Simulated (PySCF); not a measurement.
# Run times of cluster calculations

Single jobs in PySCF with density fitting, those on clusters of several parts including the runs of the parts alone, on shared hosts, each launched as `OMP_NUM_THREADS=1 python cluster_run.py task.json out`; times are rough.

| system (of a reaction: its main species) | parts or species | job | basis functions | threads × CPU | wall time | peak memory (GiB) |
| --- | --- | --- | --- | --- | --- | --- |
| AsH3Se2O | 4 | reaction energy, PBE0-D3(BJ)/def2-TZVPD | 235 | 1 × Arm Neoverse N1 | 50 s | 0.77 |
| CH5BO | 4 | reaction energy, PBE0-D3(BJ)/def2-TZVPD | 159 | 1 × Arm Neoverse N1 | 10 s | 0.54 |
| AlH2F | 4 | reaction energy, RI-MP2/def2-TZVPD | 118 | 1 × Arm Neoverse N1 | 2.5 s | 0.47 |
| C3H9Si | 1 | EPR g and hyperfine tensors, BHandHLYP/IGLO-III on C Si, pcH-1 on H | 239 | 1 × Arm Neoverse N1 | 54 s | 0.95 |
| hydrogen bromide and formaldehyde | 2 | excited states, CAM-B3LYP/def2-TZVPD, 6 singlets, 2 triplets, polarisability | 161 | 1 × Arm Neoverse N1 | 24 s | 0.81 |

```
system (of a reaction: its main species)  parts or species                                                              job  basis functions        threads × CPU
                                GeH2ClOF                 4                               reaction energy, RI-MP2/def2-TZVPD              198  1 × Arm Neoverse N1
              alane and hydrogen cyanide                 2    vibrations by differences of gradients, PBE0-D3(BJ)/def2-SVPD               96  1 × Arm Neoverse N1
                                  Si2H6N                 1  EPR g and hyperfine tensors, B3LYP/IGLO-III on N Si, pcH-1 on H              183  1 × Arm Neoverse N1
```

Question: Estimate wall time and peak memory of the jobs in the second table.

Answer: GeH2ClOF, reaction energy: 12 s, 0.52 GiB; alane and hydrogen cyanide, vibrations by differences of gradients: 3.3 min, 0.73 GiB; Si2H6N, EPR g and hyperfine tensors: 29 s, 0.55 GiB.
